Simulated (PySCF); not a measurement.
Excited states of `CCC[C@@H](C)Cl`, C₅H₁₁Cl

Computed, not measured: TDDFT CAM-B3LYP/def2-TZVPD excited states, vertical, gas phase (PySCF). Geometry: PBE0-D3(BJ)/def2-SVP.

Input:
```
{"job": {"kind": "states", "xc": "CAM-B3LYP", "basis": "def2-TZVPD", "tpa": true, "nstates": 8, "nquad": 6, "ntriplets": 0}, "charge": 0, "multiplicity": 1}
C      2.526099    -0.851631    -0.053286
C      1.307247    -1.068356     0.828348
C     -0.005139    -0.880620     0.082863
C     -1.255312    -1.067093     0.923228
C     -2.535995    -0.769540     0.174726
Cl    -1.329038    -2.767132     1.549227
H      3.460891    -0.999312     0.507937
H      2.534458    -1.554575    -0.901750
H      2.547215     0.167893    -0.471411
H      1.326390    -2.082502     1.258654
H      1.337608    -0.374316     1.686984
H     -0.047759     0.140627    -0.338569
H     -0.054420    -1.570837    -0.777684
H     -1.191360    -0.446405     1.830471
H     -2.537291     0.279149    -0.163030
H     -3.415108    -0.930064     0.813880
H     -2.628318    -1.418265    -0.709216
```
Coordinates are in Å.

Command: `OMP_NUM_THREADS=1 python excited_run.py task.json out`

(1) What does the run print?

Results:

(1) H and L stand for HOMO and LUMO.
```
coarse grid: 13880 points
cycle   1  E = -657.3169856876  dE =  4.737e-01  |g| = 3.755e-01  |ddm| = 3.742e+00
cycle   2  E = -657.3290902047  dE = -1.210e-02  |g| = 3.498e-01  |ddm| = 1.527e+00
cycle   3  E = -657.3559358848  dE = -2.685e-02  |g| = 4.404e-02  |ddm| = 4.838e-01
cycle   4  E = -657.3562935920  dE = -3.577e-04  |g| = 2.447e-02  |ddm| = 1.112e-01
cycle   5  E = -657.3564414748  dE = -1.479e-04  |g| = 3.982e-03  |ddm| = 5.043e-02
cycle   6  E = -657.3564460465  dE = -4.572e-06  |g| = 1.377e-03  |ddm| = 1.048e-02
final grid: 126880 points
cycle   7  E = -657.3476861542  dE = -5.238e-05  |g| = 5.446e-03  |ddm| = 3.247e-01
cycle   8  E = -657.3476865816  dE = -4.274e-07  |g| = 5.134e-03  |ddm| = 3.256e-02
cycle   9  E = -657.3476927211  dE = -6.140e-06  |g| = 4.298e-04  |ddm| = 8.053e-03
cycle  10  E = -657.3476927539  dE = -3.288e-08  |g| = 2.637e-04  |ddm| = 1.754e-03
cycle  11  E = -657.3476927702  dE = -1.623e-08  |g| = 2.932e-05  |ddm| = 5.517e-04
cycle  12  E = -657.3476927704  dE = -2.642e-10  |g| = 7.837e-06  |ddm| = 1.033e-04
converged SCF energy = -657.3476927704

Singlet excitations
state   eV       nm        f     d(h-e)  d(exc)  Lambda  PR(NTO)  |dmu|/D   mu/D   delta(TPA)   sigma/GM   main configurations
  1   7.1767   172.8   0.00198   0.114   2.549   0.328   1.023    0.601    2.722        4.81      0.091   H->L+2 0.30, H->L+4 0.19, H->L+1 0.12
  2   7.2172   171.8   0.00202   0.123   2.557   0.329   1.024    0.712    2.797        4.91      0.094   H-1->L+2 0.30, H-1->L+4 0.19, H-1->L+1 0.12
  3   7.8414   158.1   0.03650   0.975   3.716   0.272   1.031    3.907    4.482       40.08      0.903   H->L 0.69
  4   7.8859   157.2   0.04458   1.021   3.730   0.274   1.029    3.955    4.375       23.39      0.533   H-1->L 0.69
  5   8.4022   147.6   0.01023   0.926   3.912   0.292   1.059    2.726    3.304       32.91      0.851   H->L+3 0.55, H->L+4 0.14, H->L+1 0.08
  6   8.4440   146.8   0.04105   0.967   3.894   0.290   1.107    2.989    3.489       44.30      1.157   H-1->L+3 0.60, H-1->L+4 0.13
  7   8.5470   145.1   0.01743   0.803   4.095   0.281   1.434                                            H->L+1 0.36, H->L+3 0.20, H-2->L 0.14
  8   8.6351   143.6   0.01485   0.955   4.196   0.304   2.064                                            H->L+2 0.20, H->L+4 0.17, H-1->L+1 0.16
```

It took 110 s wall time on 1 thread of an Arm Neoverse V1, shared host, peak memory 1.3 GiB.
